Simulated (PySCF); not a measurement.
## How methods differ on the ionisation energy of P

P [Ne] 3s2 3p3 (4S) → P+ [Ne] 3s2 3p2 (3P), as a difference of total energies. Calculation: PySCF 2.14, in cc-pV(D+d)Z (4s3p2d, 23 functions); the non-relativistic Hamiltonian (point nucleus). Correlated levels: valence: [Ne] frozen. The calculations carry no spin-orbit coupling.

```tsv
method	ionisation energy (eV)	error (eV)
UHF	9.929	-0.597
LDA	10.549	+0.023
r2SCAN	10.643	+0.117
MP2 (valence)	10.316	-0.210
SCS-MP2 (valence)	10.174	-0.352
CCSD (valence)	10.236	-0.290
CCSD(T) (valence)	10.240	-0.286
```

Reference: 10.526 eV (measured; NIST levels, between the centres of gravity of the two terms).

Errors of the correlated levels include the incompleteness of this basis and the frozen core.
